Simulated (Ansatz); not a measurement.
Geometry optimisation, Ansatz, RKS PBE0/def2-SVP.

Input file:

```yaml
crystal:
  periodic: [false, false, false]
  atoms:
    - { symbol: Al, position_ang: [-0.114466, 0.440433, -0.524215] }
    - { symbol: "N", position_ang: [-0.00055, 0.057901, 2.548491] }
    - { symbol: H, position_ang: [-0.7598, -0.163584, 3.188736] }
    - { symbol: H, position_ang: [0.874357, -0.021474, 3.061439] }
    - { symbol: H, position_ang: [1.382511, 0.004372, -0.781657] }
    - { symbol: H, position_ang: [-1.404157, -0.283235, -1.099514] }
    - { symbol: O, position_ang: [-0.309729, 2.001129, 0.261632] }
    - { symbol: H, position_ang: [-1.186531, 2.393264, 0.314735] }
    - { symbol: H, position_ang: [-0.107836, 1.047693, 2.250253] }
basis:
  gaussian: { orbitals: def2-SVP }
hamiltonian:
  xc: pbe0
relax:
  f_tol: 0.03
  max_steps: 50
```

Run as:

```bash
$ ansatz run input.yaml --threads 1 --pin off --max-ram 2048MiB --backend cpu --events-out ev --progress --plain --runs-dir out
```

Q: Where does it end, and by what steps?

A: The forces met the threshold. The force dipped under the threshold on the way, but the program's further checks kept it going. After 17 steps the energy has fallen by 0.951 eV; H6 moved furthest, 0.85 Å. Joined: Al1–N2 (3.10 → 2.05 Å).

```tsv
step	energy less start (eV)	largest force component (eV/Å)	accepted
0	0.0000	0.878	yes
1	-0.1953	0.645	yes
2	-0.4250	0.865	yes
3	-0.7037	0.994	yes
4	-0.8315	1.687	yes
5	-0.8818	1.204	yes
6	-0.9093	0.342	yes
7	-0.8703	0.442	no
8	-0.9255	0.158	yes
9	-0.9207	0.806	no
10	-0.9306	0.065	yes
11	-0.9340	0.254	yes
12	-0.9411	0.122	yes
13	-0.9474	0.082	yes
14	-0.9503	0.019	yes
15	-0.8933	1.615	no
16	-0.9504	0.045	yes
17	-0.9508	0.019	yes
```

```xyz
9
Properties=species:S:1:pos:R:3
Al -0.181 0.439 0.120
N 0.000 0.143 2.142
H -0.689 -0.490 2.548
H 0.926 -0.139 2.462
H 1.296 0.116 -0.422
H -1.382 -0.546 -0.290
O -0.579 2.115 0.428
H -0.826 2.747 -0.249
H -0.191 1.091 2.481
```

Run time: 39 s on 1 thread of Arm Neoverse V2, with other jobs on the host, peak memory 0.13 GiB.
